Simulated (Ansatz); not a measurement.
## 1T (CdI2-type) PtSe₂

Calculation: r²SCAN in Ansatz (plane waves, PAW).

Run with plane-wave cutoff 600 eV, 12×12×8 k mesh (along the axes of the cell as run), scalar-relativistic PAW data made under PBE.

Cell: relaxed at this level.

| Property | Value |
|---|---|
| elastic constant C11 | 148 GPa |
| elastic constant C12 | 44.2 GPa |
| elastic constant C13 | 12.7 GPa |
| elastic constant C33 | 10.4 GPa |
| elastic constant C44 | 7.12 GPa |
| elastic constant C66 | 51.9 GPa |
| Voigt–Reuss–Hill bulk modulus | 29.9 GPa |
| Voigt–Reuss–Hill shear modulus (Hill average) | 19.3 GPa |
| Young modulus | 47.7 GPa |
| Poisson ratio | 0.234 |

Note: the cell comes from a level without a dispersion term, which matters for the spacing of layers, chains or molecules; the cell has widely spaced layers and the level no dispersion term, so their spacing and the moduli can rest on weak binding.

Elastic constants are with the ions relaxed.

Spin–orbit coupling is not included.

The computed numbers hold no vibrational or temperature effects.

Ansatz is a first-principles code.
